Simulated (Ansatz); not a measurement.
`[CH3][Mg][F]` + HCl → `[F][Mg][Cl]` + CH₄ at 600 K and 1 bar (ligand exchange at a Mg–C bond).

Gas-phase electronic energies from Ansatz, PBE0-D4/def2-TZVP geometries. CCSD(T)/CBS is the MP2 limit (def2-TZVPP, def2-QZVPP) plus CCSD(T) − MP2 in def2-TZVPP, frozen cores. This one scheme is used for every species. For Mg outer-core shells are correlated without core-valence functions, which leaves a few kJ/mol of doubt a bond.

```tsv
species	CCSD(T)/CBS energy (Eh)	H − E (kJ/mol)	S (J/(mol·K))
`[CH3][Mg][F]`	-339.61123	135.2	332.6
HCl	-460.38127	35.4	207.2
`[F][Mg][Cl]`	-759.61026	39.3	305.3
CH₄	-40.46206	140.4	215.7
```

H − E and S are ideal-gas, rigid-rotor, harmonic terms from PBE0-D4/def2-TZVP. 1 Eh = 2625.50 kJ/mol, R = 8.31446 J/(mol·K).

Q: By hand: ΔE, ΔH, ΔS and ΔG.

A: ΔE = (-759.61026) + (-40.46206) − (-339.61123) − (-460.38127) = -0.07982 Eh = -209.6 kJ/mol. Δ(H − E) = 39.3 + 140.4 − 135.2 − 35.4 = 9.1, so ΔH = -200.5 kJ/mol. ΔS = 305.3 + 215.7 − 332.6 − 207.2 = -18.8 J/(mol·K). ΔG = -200.5 − 600 × (-18.8)/1000 = -189.2 kJ/mol.

Q: By hand: the equilibrium constant, and the temperature at which ΔG would vanish if ΔH and ΔS stayed fixed.

A: log₁₀ K = −ΔG/(RT ln 10) = 16.5. ΔG = 0 at ΔH/ΔS = 10665 K, far beyond where these terms or the molecules hold.

ΔH outweighs TΔS. A doubt of 5 kJ/mol in ΔE shifts log₁₀ K by 0.4 here. These are equilibria of isolated gas molecules and say nothing of rates. Largest T1 diagnostic: 0.010 (customary marks: 0.02 for closed shells, 0.045 for open ones).
